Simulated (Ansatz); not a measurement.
## Sb (I4/mcm, No. 140, 4 atoms in the cell; start mp-567144; another form than the element's usual one)

These are r²SCAN+rVV10 (Ansatz, an electronic-structure program, PAW) values and carry that method's errors.

Run with plane-wave cutoff 500 eV, 12×12×12 k mesh, Fermi–Dirac smearing 0.05 eV, scalar-relativistic PAW data made under PBE.

Cell (relaxed at this level):

```cif
data_Sb4
_chemical_formula_sum 'Sb4'
_space_group_name_H-M_alt 'P 1'
_space_group_IT_number 1
_cell_length_a 6.04119
_cell_length_b 6.04119
_cell_length_c 6.04119
_cell_angle_alpha 96.447
_cell_angle_beta 96.447
_cell_angle_gamma 140.844
loop_
_space_group_symop_operation_xyz
  'x, y, z'
loop_
_atom_site_label
_atom_site_type_symbol
_atom_site_fract_x
_atom_site_fract_y
_atom_site_fract_z
_atom_site_occupancy
Sb1 Sb 0.34803 0.15197 0.50000 1
Sb2 Sb 0.65197 0.84803 0.50000 1
Sb3 Sb 0.15197 0.65197 0.80394 1
Sb4 Sb 0.84803 0.34803 0.19606 1
```

```
Quantity         Result
--------  -------------
band gap  zero (no gap)
```

Note: the relaxation could not lower the start's symmetry, so the cell can be a saddle point above a distorted one.

Spin–orbit coupling is not included.

The result took very roughly 8 core-minutes.

A start named mp-… is a Materials Project structure, which need not be a measured phase.
